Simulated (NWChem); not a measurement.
Species: hydrogen sulfide (H₂S); SMILES S

Program: NWChem. All runs use the structure optimised with PBE0/def2-SVP. Level: PBE0/def2-SVP with SMD (1 M gas to 1 M solution), gas-phase geometry.

For solvent n-hexane:

| Property | Result |
|---|---|
| cavity-dispersion-structure term (kcal/mol) | -1.3 |
| dipole in solution (D) | 1.49 |

Estimate the same quantities for solvent water.


| Quantity | Value |
|---|---|
| cavity-dispersion-structure term (kcal/mol) | 1.0 |
| dipole in solution (D) | 1.68 |
